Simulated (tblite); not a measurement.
Species: C₅H₇F.
Z-matrix (Å and degrees, GFN2-xTB geometry), rows numbered from 1:
```
F 
C   1  1.3445
C   2  1.3202  1  126.10
C   3  1.4992  2  110.26  1  -178.92
C   4  1.5431  3  104.10  2   -10.73
C   2  1.4966  1  119.44  3  -178.71
H   3  1.0740  2  126.75  1    -0.26
H   4  1.0934  3  110.06  2   108.87
H   4  1.0906  3  111.84  2  -131.79
H   5  1.0882  4  111.89  3   139.15
H   5  1.0899  4  109.53  3  -101.29
H   6  1.0934  2  109.98  1    70.53
H   6  1.0906  2  111.85  1   -49.16
```

Level: GFN2-xTB in tblite, geometry and Hessian alike; calculated harmonic values, unscaled, isolated species. Against measured fundamentals such values can be off by several per cent, at times by over 20. One conformer, not necessarily the lowest.

Harmonic wavenumbers (cm⁻¹): 99.6, 247.5, 370.2, 436.2, 558.4, 654.9, 783.4, 823.3, 895.1, 923.2, 966.7, 1013.6, 1050.5, 1098.7, 1111.0, 1165.0, 1186.7, 1211.5, 1230.0, 1290.8, 1301.8, 1326.4, 1465.2, 1476.8, 1496.6, 1741.7, 2945.3, 2951.2, 2986.8, 2993.2, 3001.2, 3019.7, 3148.9.

A = 7253, B = 3130, C = 2291 MHz; mass 86.053 u (most abundant isotopes); point group C1, symmetry number 1.

Q: Zero-point energy?

A: Half the sum of the wavenumbers: 23486 cm⁻¹ = 67.15 kcal/mol.

Q: What is S at 500 K and 1 bar for an ideal gas of classical rigid rotors and harmonic oscillators?

A: Translation 41.86, rotation 27.77, vibration 20.03: S = 89.7 cal/(mol K).

Q: And Cp and H(500 K) − H(0)?

A: Cp = 35.65 cal/(mol K), of which vibrations give 27.70 (their classical limit is 33 R = 65.6); H(500 K) − H(0) = 9.94 kcal/mol without the zero-point energy, 5.97 from vibrations.

Q: Which modes carry the vibrational entropy at 500 K?

A: 99.6 cm⁻¹: 4.48; 247.5 cm⁻¹: 2.70; 370.2 cm⁻¹: 1.95; 436.2 cm⁻¹: 1.66; 558.4 cm⁻¹: 1.25; 654.9 cm⁻¹: 1.00 cal/(mol K); the other 27 give 7.00 together.

Q: How do the functions run with temperature in this model?

A: 
```csv
T (K),S (cal/(mol K)),Cp (cal/(mol K)),H − H(0) (kcal/mol),G − H(0) (kcal/mol),ln q(vib)
100,58.6,10.9,0.91,-4.95,0.31
200,67.5,15.6,2.22,-11.28,1.01
300,75.0,22.2,4.10,-18.41,1.89
800,109.6,48.8,22.79,-64.86,7.88
1000,121.1,54.4,33.13,-87.94,10.44
```

q(vib) and H(0) count from the zero-point level.

Q: Blend soft modes into free rotors: weight 1/[1 + (100 cm⁻¹/ν̃)⁴] for the oscillator and the rest for a rotor with moment μB/(μ + B), μ = h/(8π²ν), B = 10⁻⁴⁴ kg m². What vibrational entropy results?

A: 19.47 cal/(mol K) in place of 20.03, which changes −T·S at 500 K by +0.28 kcal/mol.

Hindered rotation and anharmonicity are outside this model. Other conformers, if any are populated, would add a mixing term that is left out. The structure is chiral; the term R ln 2 for an equal mix with its mirror image is left out.
